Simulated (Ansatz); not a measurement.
Born–Oppenheimer molecular dynamics of AlH5OSi (8 atoms, charge 0, multiplicity 1). It starts from a relaxed structure.

The calculation used RKS B3LYP/6-31G* (Ansatz).

| Property | Result |
| --- | --- |
| ensemble | NVT, Langevin thermostat |
| time step | 0.5 fs |
| steps asked | 250 |
| set temperature | 300 K |
| friction | 0.001 /fs |
| seed | 97997 |

First frame:

```xyz
8
Properties=species:S:1:pos:R:3
Al -0.002 0.001 -0.188
O -0.579 -0.176 1.405
Si -1.391 -0.430 2.809
H -2.636 -1.215 2.576
H -0.542 -1.188 3.769
H -1.765 0.871 3.431
H 1.540 0.296 -0.383
H -1.029 -0.139 -1.386
```

Q: How far do the bonds stretch over the last three quarters of this one trajectory? (Pairs bonded in most of those frames.)

A: 
```csv
bond,mean (Å),spread (Å),shortest,longest
Al1–O2,1.712,0.007,1.70,1.73
Al1–H7,1.587,0.023,1.55,1.62
Al1–H8,1.586,0.019,1.55,1.62
O2–Si3,1.649,0.008,1.63,1.66
Si3–H4,1.490,0.025,1.45,1.53
Si3–H5,1.494,0.013,1.47,1.51
Si3–H6,1.493,0.016,1.46,1.53
```

Mean temperature of the second half: 108 K. The mean temperature of the second half is 64 % below the set value. A run of 0.12 ps of so small a system gives no equilibrium averages.

Run time: 7.9 min on 1 thread of Arm Neoverse V2 (shared host), peak memory 0.11 GiB.
